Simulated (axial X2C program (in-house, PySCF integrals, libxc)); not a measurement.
# Estimating the spin–orbit splitting of the π levels of NaS⁻

All values were computed with an in-house all-electron X2C program for linear molecules (integrals from PySCF). Spin-free means the one-electron spin-free X2C Hamiltonian; two-component (2c) means X2C with spin–orbit coupling and atomic mean-field two-electron Coulomb and Gaunt terms, so the difference of the two also holds small scalar two-electron terms. Basis: S dyall-av3z [9s8p3d2f], Na dyall-av3z [10s9p5d2f] (cores contracted in-house); Gaussian nuclei, density fitting, unrestricted open shells. Masses: S 31.972 u, Na 22.990 u.

Hartree–Fock at 2.411 Å, closed shell. Valence p splittings ε(p3/2) − ε(p1/2) of spherical Dirac–Hartree–Fock atoms with fractionally filled p shells: S 3p 0.090 eV.

```
filled π level (eV), spin-free  Na p share  S p share
                         -1.58        0.07       0.87
```

(1) In first order a p shell splits by 3ζ/2 and a π orbital by ζ. Estimate the splitting of each π level from the shares.

The two-component Hartree–Fock calculation gives:

```tsv
ε(ω = 1/2) (eV)	σ share of it	ε(ω = 3/2) (eV)	splitting (eV)	estimate (eV)
-1.593	0.11	-1.552	0.04	0.05
```

The estimate leaves out the mixing of π1/2 with σ1/2 levels, which pushes the ω = 1/2 spinor up or down, the d and f parts of the orbital, small shares of the strongly split outer-core p shell of a metal, the Gaunt term (absent from the atomic values), and the change of the atomic p orbitals with charge; Löwdin shares depend on the basis.

Answers

(1) level -1.58 eV: (2/3) × (0.87 × 0.090) = 0.05 eV.
